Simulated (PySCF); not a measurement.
Mapped SMILES: `[CH3:1][CH:2]([F:3])[F:4]`. Hydrogens are named by the atom that carries them.

GIAO PBE0/pcSseg-1 shifts (PySCF 2.14.0 with density-fitted response routines, gas phase, non-relativistic, equivalent atoms averaged), each against references optimised in the same way as the molecule (TMS, CFCl3).

On the GFN2-xTB geometry: C2 121.2, C1 23.5, F3/F4 -131.0, H(C2) 6.25, H(C1) 1.54 ppm.

**Question.** What changes on the PBE0-D3(BJ)/def2-SVP geometry?

**Answer.** 
| atoms | δ (ppm) | change |
| --- | --- | --- |
| C2 | 117.4 | -3.8 |
| C1 | 22.5 | -1.0 |
| F3/F4 | -125.8 | +5.2 |
| H(C2) | 5.84 | -0.41 |
| H(C1) | 1.42 | -0.12 |

Unscaled 19F shifts against computed CFCl3 carry errors that often reach 10 to 50 ppm.

Bonds between heavy atoms that differ most (equivalent bonds averaged): C1–C2 1.513 → 1.500 Å, C2–F3 1.357 → 1.354 Å. Mean change of bonds to hydrogen: C–H +0.010 Å.
